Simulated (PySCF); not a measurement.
Bond curve of AlSi⁺

Set-up: Al pcseg-1, Si pcseg-1; no relativity (PySCF 2.14). Energies in eV from Al⁺ + Si in their ground configurations at the same level. State: ³Π (triplet), unpaired electrons σ ↑, π ↑.

All columns are revPBE. A positive dipole points towards Si; it is taken about the centre of mass and depends on that origin.

| R (Å) | E (eV) | μ (D) | Mulliken charge on Al (basis-dependent) | HOMO (eV) | LUMO (eV) | Mayer bond order | ⟨S²⟩ |
| --- | --- | --- | --- | --- | --- | --- | --- |
| 2.404 | -0.730 | -1.11 | 0.59 | -10.65 | -10.68 | 1.02 | 2.00 |
| 2.515 | -0.907 | -1.20 | 0.61 | -10.63 | -10.47 | 0.95 | 2.01 |
| 2.627 | -1.002 | -1.32 | 0.62 | -10.55 | -10.27 | 0.87 | 2.01 |
| 2.711 | -1.035 | -1.43 | 0.63 | -10.42 | -10.14 | 0.82 | 2.01 |
| 2.795 | -1.046 | -1.55 | 0.64 | -10.30 | -10.02 | 0.77 | 2.01 |
| 2.879 | -1.042 | -1.68 | 0.65 | -10.19 | -9.90 | 0.72 | 2.01 |
| 2.991 | -1.019 | -1.88 | 0.67 | -10.05 | -9.76 | 0.66 | 2.01 |
| 3.130 | -0.975 | -2.16 | 0.68 | -9.88 | -9.60 | 0.60 | 2.01 |
| 3.298 | -0.912 | -2.52 | 0.69 | -9.70 | -9.41 | 0.55 | 2.01 |
| 3.522 | -0.825 | -3.02 | 0.70 | -9.48 | -9.19 | 0.50 | 2.00 |

A fit through these points gives, at Re = 2.808 Å, μ = -1.57 D and dμ/dR = -1.55 D/Å; the reduced mass is 13.74 u.

Task: How strong is the fundamental in the double-harmonic approximation, I = 42.26·(dμ/dR)²/μred km/mol?

Result: I = 42.26·(-1.55)²/13.74 = 7.39 km/mol at revPBE.

For an ion De counts to the pair picked by the measured ionisation energies or electron affinities, which need not be the lowest pair at this level. The state is the lowest determinant that a PBE0 search found; another state may lie lower at other levels.
